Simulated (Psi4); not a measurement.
# SiH4O (Si(OH)H3) at 3 levels

Aim: a comparison of 3 runs (B3LYP/cc-pVTZ, PBE0/cc-pVTZ, r2SCAN/cc-pVTZ) of SiH4O (Si(OH)H3). 

The calculation is run with Psi4 1.11.

## (1) The molecule

The species is SiH4O (6 atoms), meant as a singlet with charge 0. SMILES: `[H][Si]([H])([H])O`. The O2–H3 distance was set to 1.715 Å, away from the relaxed value. At this shape a bond of the SMILES string is far longer than usual.

Bond lengths: Si1–O2 1.625 Å, Si1–H4 1.464 Å, Si1–H5 1.464 Å, Si1–H6 1.453 Å. Angles: O2–Si1–H4 110.3°, O2–Si1–H5 110.3°, O2–Si1–H6 101.4°, H4–Si1–H5 108.8°, H4–Si1–H6 112.9°, H5–Si1–H6 112.9°.

## (2) Energy and forces at B3LYP/cc-pVTZ (run 1)

Input file h4osi.json:

```json
{
  "schema_name": "qcschema_input",
  "schema_version": 1,
  "molecule": {
    "schema_name": "qcschema_molecule",
    "schema_version": 2,
    "symbols": ["Si", "O", "H", "H", "H", "H"],
    "geometry": [-0.69815554, -1.29500286, -1.52697241, -0.69739965, -1.25142577, 1.54390813, 0.61854516, 1.17340654, 3.24515108, 1.89660851, -1.29084546, -2.48872962, -2.0217953, 0.92230729, -2.51960775, -2.02221104, -3.64714496, -2.03440167],
    "molecular_charge": 0,
    "molecular_multiplicity": 1,
    "fix_symmetry": "c1",
    "fix_com": true,
    "fix_orientation": true
  },
  "driver": "gradient",
  "model": {
    "method": "b3lyp",
    "basis": "cc-pVTZ"
  },
  "keywords": {
    "puream": true,
    "e_convergence": 1e-09,
    "d_convergence": 1e-08,
    "scf_type": "pk",
    "dft_radial_points": 99,
    "dft_spherical_points": 590
  }
}
```

Started as:

```bash
psi4 --qcschema h4osi.json -n 1 --memory 1600MB
```

stdout:

```text
[...]
  Running in c1 symmetry.
[...]
  Nuclear repulsion =   62.899666256336978
[...]
  Multiplicity = 1
[...]
  Nalpha       = 13
  Nbeta        = 13
[...]
    Number of basis functions: 120
[...]
   @RKS iter   1:  -366.72426518874215   -1.85107e-01   7.10758e-03 ADIIS/DIIS
[...]
   @RKS iter  12:  -367.07438968236255   -3.52429e-12   1.57551e-09 DIIS
[...]
    Orbital Energies [Eh]
    ---------------------
    Doubly Occupied:
       1A    -66.137925     2A    -19.148903     3A     -5.283558
       4A     -3.643124     5A     -3.641338     6A     -3.641040
       7A     -0.947229     8A     -0.528631     9A     -0.410706
      10A     -0.377396    11A     -0.376166    12A     -0.319960
      13A     -0.297030
[...]
  @RKS Final Energy:  -367.07438968236255
   => Energetics <=
    Nuclear Repulsion Energy =             62.8996662563369782
    One-Electron Energy =                -632.6277514329042333
    Two-Electron Energy =                 227.5863598430796912
    DFT Exchange-Correlation Energy =     -24.9326643488750683
    Empirical Dispersion Energy =           0.0000000000000000
    VV10 Nonlocal Energy =                  0.0000000000000000
    Total Energy =                       -367.0743896823626073
[...]
 Multipole Moments:
 ------------------------------------------------------------------------------------
     Multipole            Electronic (a.u.)      Nuclear  (a.u.)        Total (a.u.)
 ------------------------------------------------------------------------------------
 L = 1.  Multiply by 2.5417464519 to convert [e a0] to [Debye]
 Dipole X            :         17.1643628          -16.8822274            0.2821354
 Dipole Y            :         31.5036403          -30.9837228            0.5199175
 Dipole Z            :         12.9159936          -12.8239367            0.0920569
 Magnitude           :                                                    0.5986561
[...]
  -Total Gradient:
     Atom            X                  Y                   Z
    ------   -----------------  -----------------  -----------------
       1       -0.010349066987    -0.018165826920     0.004961505248
       2       -0.029511518060    -0.055267916588    -0.080682175810
       3        0.035432450932     0.065526154419     0.054854743658
       4       -0.006173465230     0.002134219538     0.008181622305
       5        0.005014841121    -0.004222646682     0.008314151703
       6        0.005587003604     0.009996182845     0.004384484610
[...]
```

The result, in JSON:

```text
{
 "driver": "gradient",
 "model": {
  "method": "b3lyp",
  "basis": "cc-pVTZ"
 },
 "success": true,
 "return_result": [-0.010349066986635864, -0.018165826919811917, 0.004961505248342601, -0.029511518060076056, -0.05526791658785847, -0.08068217581004258, 0.03543245093174881, 0.06552615441930437, 0.05485474365830425, -0.006173465229630207, 0.0021342195383389595, 0.008181622304602704, 0.005014841121235687, -0.004222646681930384, 0.008314151702739699, 0.005587003604062037, 0.009996182844648024, 0.00438448461003688],
 "properties": {
  "calcinfo_nbasis": 120,
  "calcinfo_nmo": 120,
  "calcinfo_nalpha": 13,
  "calcinfo_nbeta": 13,
  "calcinfo_natom": 6,
  "nuclear_repulsion_energy": 62.89966625633698,
  "return_energy": -367.07438968236255,
  "return_gradient": [-0.010349066986635864, -0.018165826919811917, 0.004961505248342601, -0.029511518060076056, -0.05526791658785847, -0.08068217581004258, 0.03543245093174881, 0.06552615441930437, 0.05485474365830425, -0.006173465229630207, 0.0021342195383389595, 0.008181622304602704, 0.005014841121235687, -0.004222646681930384, 0.008314151702739699, 0.005587003604062037, 0.009996182844648024, 0.00438448461003688],
  "scf_one_electron_energy": -632.6277514329042,
  "scf_two_electron_energy": 227.5863598430797,
  "scf_xc_energy": -24.93266434887507,
  "scf_dipole_moment": [0.2821353726500675, 0.5199175173661175, 0.09205690371367758],
  "scf_total_energy": -367.07438968236255,
  "scf_total_gradient": [-0.010349066986635864, -0.018165826919811917, 0.004961505248342601, -0.029511518060076056, -0.05526791658785847, -0.08068217581004258, 0.03543245093174881, 0.06552615441930437, 0.05485474365830425, -0.006173465229630207, 0.0021342195383389595, 0.008181622304602704, 0.005014841121235687, -0.004222646681930384, 0.008314151702739699, 0.005587003604062037, 0.009996182844648024, 0.00438448461003688],
  "scf_iterations": 12
 }
}
```

It took 23 s on 1 thread of AMD EPYC 9R45 (Zen 5), shared host; peak memory 0.92 GiB.

## (3) A single-point energy at PBE0/cc-pVTZ (run 2)

Input file job.json:

```json
{
 "schema_name": "qcschema_input",
 "schema_version": 1,
 "molecule": {
  "schema_name": "qcschema_molecule",
  "schema_version": 2,
  "symbols": ["Si", "O", "H", "H", "H", "H"],
  "geometry": [-0.69815554, -1.29500286, -1.52697241, -0.69739965, -1.25142577, 1.54390813, 0.61854516, 1.17340654, 3.24515108, 1.89660851, -1.29084546, -2.48872962, -2.0217953, 0.92230729, -2.51960775, -2.02221104, -3.64714496, -2.03440167],
  "molecular_charge": 0,
  "molecular_multiplicity": 1,
  "fix_symmetry": "c1",
  "fix_com": true,
  "fix_orientation": true
 },
 "driver": "energy",
 "model": {
  "method": "pbe0",
  "basis": "cc-pVTZ"
 },
 "keywords": {
  "puream": true,
  "e_convergence": 1e-09,
  "d_convergence": 1e-08,
  "scf_type": "pk",
  "dft_radial_points": 99,
  "dft_spherical_points": 590,
  "scf_properties": ["QUADRUPOLE", "WIBERG_LOWDIN_INDICES", "DIPOLE"]
 }
}
```

Started as:

```bash
psi4 --qcschema job.json -n 1 --memory 1600MB
```

stdout:

```text
[...]
  Running in c1 symmetry.
[...]
  Nuclear repulsion =   62.899666256336978
[...]
  Multiplicity = 1
[...]
  Nalpha       = 13
  Nbeta        = 13
[...]
    Number of basis functions: 120
[...]
   @RKS iter   1:  -366.52394837653389   -2.37647e-01   6.58352e-03 ADIIS/DIIS
[...]
   @RKS iter  11:  -366.83160337474914   -9.42464e-11   8.41909e-09 DIIS
[...]
    Orbital Energies [Eh]
    ---------------------
    Doubly Occupied:
       1A    -66.263381     2A    -19.226562     3A     -5.331990
       4A     -3.667098     5A     -3.665326     6A     -3.665042
       7A     -0.969973     8A     -0.540605     9A     -0.419088
      10A     -0.385982    11A     -0.385190    12A     -0.326212
      13A     -0.304323
[...]
  @RKS Final Energy:  -366.83160337474914
   => Energetics <=
    Nuclear Repulsion Energy =             62.8996662563369782
    One-Electron Energy =                -632.6991682146574476
    Two-Electron Energy =                 226.1609465372419550
    DFT Exchange-Correlation Energy =     -23.1930479536706322
    Empirical Dispersion Energy =           0.0000000000000000
    VV10 Nonlocal Energy =                  0.0000000000000000
    Total Energy =                       -366.8316033747491360
[...]
 Multipole Moments:
 ------------------------------------------------------------------------------------
     Multipole            Electronic (a.u.)      Nuclear  (a.u.)        Total (a.u.)
 ------------------------------------------------------------------------------------
 L = 1.  Multiply by 2.5417464519 to convert [e a0] to [Debye]
 Dipole X            :         17.1813884          -16.8822274            0.2991610
 Dipole Y            :         31.5351302          -30.9837228            0.5514074
 Dipole Z            :         12.9566489          -12.8239367            0.1327122
 Magnitude           :                                                    0.6412176
 L = 2.  Multiply by 1.3450342976 to convert [e a0^2] to [Debye ang]
 Quadrupole XX       :        -39.2108898           22.8715421          -16.3393477
 Quadrupole XY       :        -22.9100799           23.4276958            0.5176159
[...]
```

The result, in JSON:

```text
{
 "driver": "energy",
 "model": {
  "method": "pbe0",
  "basis": "cc-pVTZ"
 },
 "success": true,
 "return_result": -366.83160337474914,
 "properties": {
  "calcinfo_nbasis": 120,
  "calcinfo_nmo": 120,
  "calcinfo_nalpha": 13,
  "calcinfo_nbeta": 13,
  "calcinfo_natom": 6,
  "nuclear_repulsion_energy": 62.89966625633698,
  "return_energy": -366.83160337474914,
  "scf_one_electron_energy": -632.6991682146574,
  "scf_two_electron_energy": 226.16094653724195,
  "scf_xc_energy": -23.193047953670632,
  "scf_dipole_moment": [0.29916098419224113, 0.5514074223215708, 0.1327122204503688],
  "scf_total_energy": -366.83160337474914,
  "scf_iterations": 11
 }
}
```

Wall time 14 s (1 thread of AMD EPYC 9R45 (Zen 5), shared host); peak memory 0.92 GiB.

## (4) Energy and forces at r2SCAN/cc-pVTZ (run 3)

Input file h4osi.py:

```python
import psi4

psi4.set_memory('1600 MB')
psi4.set_num_threads(1)
psi4.core.set_output_file('output.dat', False)

geom = psi4.geometry("""
0 1
Si    -0.369448    -0.685286    -0.808039
O     -0.369048    -0.662226     0.817001
H      0.327320     0.620940     1.717260
H      1.003642    -0.683086    -1.316979
H     -1.069888     0.488064    -1.333319
H     -1.070108    -1.929986    -1.076559
units angstrom
symmetry c1
""")

psi4.set_options({
    'reference': 'rks',
    'puream': True,
    'e_convergence': 1e-09,
    'd_convergence': 1e-08,
    'scf_type': 'pk',
    'dft_radial_points': 99,
    'dft_spherical_points': 590,
})

E, wfn = psi4.gradient('r2scan/cc-pVTZ', molecule=geom, return_wfn=True)
print('gradient / Eh bohr^-1')
print(E.np.round(6))
print(f'energy = {wfn.energy():.10f} Eh')
```

Started as:

```bash
python h4osi.py
```

output.dat:

```text
[...]
  Running in c1 symmetry.
[...]
  Nuclear repulsion =   62.899666195407946
[...]
  Multiplicity = 1
[...]
  Nalpha       = 13
  Nbeta        = 13
[...]
    Number of basis functions: 120
[...]
   @RKS iter   1:  -366.62404627084629   -1.28997e-01   7.11531e-03 DIIS/ADIIS
[...]
   @RKS iter  13:  -366.98041042318897   -4.54747e-13   1.08277e-09 DIIS
[...]
    Orbital Energies [Eh]
    ---------------------
    Doubly Occupied:
       1A    -65.837401     2A    -18.972899     3A     -5.206570
       4A     -3.549255     5A     -3.547348     6A     -3.547027
       7A     -0.907586     8A     -0.491770     9A     -0.382091
      10A     -0.342789    11A     -0.341297    12A     -0.289339
      13A     -0.260096
[...]
  @RKS Final Energy:  -366.98041042318897
   => Energetics <=
    Nuclear Repulsion Energy =             62.8996661954079457
    One-Electron Energy =                -632.6648607007530245
    Two-Electron Energy =                 233.5950021000626862
    DFT Exchange-Correlation Energy =     -30.8102180179065321
    Empirical Dispersion Energy =           0.0000000000000000
    VV10 Nonlocal Energy =                  0.0000000000000000
    Total Energy =                       -366.9804104231889710
[...]
 Multipole Moments:
 ------------------------------------------------------------------------------------
     Multipole            Electronic (a.u.)      Nuclear  (a.u.)        Total (a.u.)
 ------------------------------------------------------------------------------------
 L = 1.  Multiply by 2.5417464519 to convert [e a0] to [Debye]
 Dipole X            :         -0.2984360            0.5734148            0.2749789
 Dipole Y            :         -0.5253867            1.0327300            0.5073433
 Dipole Z            :          1.0887024           -0.9878752            0.1008272
 Magnitude           :                                                    0.5858129
[...]
  -Total Gradient:
     Atom            X                  Y                   Z
    ------   -----------------  -----------------  -----------------
       1       -0.011288939595    -0.019906685615    -0.000095175411
       2       -0.028349150467    -0.053128098479    -0.076945912510
       3        0.034868802136     0.064500270726     0.054612702378
       4       -0.007320959587     0.002302116470     0.008973902607
       5        0.005744392179    -0.005111994048     0.009122487238
       6        0.006297111193     0.011250619048     0.004101801188
[...]
```

Standard output:

```text
gradient / Eh bohr^-1
[[-1.1289e-02 -1.9907e-02 -9.5000e-05]
 [-2.8349e-02 -5.3128e-02 -7.6946e-02]
 [ 3.4869e-02  6.4500e-02  5.4613e-02]
 [-7.3210e-03  2.3020e-03  8.9740e-03]
 [ 5.7440e-03 -5.1120e-03  9.1220e-03]
 [ 6.2970e-03  1.1251e-02  4.1020e-03]]
energy = -366.9804104232 Eh
```

Run time: 41 s. Hardware: 1 thread of AMD EPYC 9R45 (Zen 5), shared host; peak memory 0.93 GiB.

## (5) The series

```csv
run,level,task,energy (Eh),dipole moment (D),HOMO energy (eV),LUMO energy (eV),wall time
1,B3LYP/cc-pVTZ,gradient,-367.074390,1.52,-8.08,-4.22,23 s
2,PBE0/cc-pVTZ,energy,-366.831603,1.63,-8.28,-3.91,14 s
3,r2SCAN/cc-pVTZ,gradient,-366.980410,1.49,-7.08,-4.78,41 s
```

## (6) Summary of results

```
                       quantity          value
            run 3: total energy  -366.98041 Eh
           run 3: dipole moment         1.49 D
             run 3: HOMO energy       -7.08 eV
             run 3: LUMO energy       -4.78 eV
           run 3: HOMO–LUMO gap        2.30 eV
run 3: largest force on an atom     5.024 eV/Å
```

The dipole moment (its size) runs from 1.49 D (r2SCAN/cc-pVTZ) to 1.63 D (PBE0/cc-pVTZ). The HOMO–LUMO gap runs from 2.30 eV (r2SCAN/cc-pVTZ) to 4.37 eV (PBE0/cc-pVTZ). Totals of different functionals can't be ranked against each other. In runs 1, 2, 3 a closed-shell determinant meets a far-stretched bond, which it describes badly. All runs together took 79 s, the longest 41 s.
